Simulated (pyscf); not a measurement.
Thermochemistry of product channels of HO–P(OH)–OH (SMILES OP(O)O) + SiH₂ (SMILES [SiH2]) [singlet] on the singlet surface, in kJ/mol, from ωB97M-D3(BJ)/def2-TZVP energies (ideal gas, 1 atm, RRHO with modes under 100 cm⁻¹ raised to 100, one conformer, R ln 2 for chiral ones without a mode under 150 cm⁻¹). Single points on ωB97X-D3(BJ)/def2-SVP structures (PySCF, gas phase).

```csv
products,ΔE,ΔH(298 K),ΔG(600 K),ΔG(1200 K)
HO–SiH₂–P(OH)–OH (SMILES O[SiH2]P(O)O),-234.6,-219.8,-118.5,(withheld)
HO–P(OH)–O–SiH₃ (SMILES OP(O)O[SiH3]),-324.4,-317.2,-221.3,(withheld)
```

Problem. Complete the blanks.

Solution. 
- HO–SiH₂–P(OH)–OH (SMILES O[SiH2]P(O)O), ΔG(1200 K): -21.4
- HO–P(OH)–O–SiH₃ (SMILES OP(O)O[SiH3]), ΔG(1200 K): -129.2

These are energies of the channels, which say nothing of barriers.
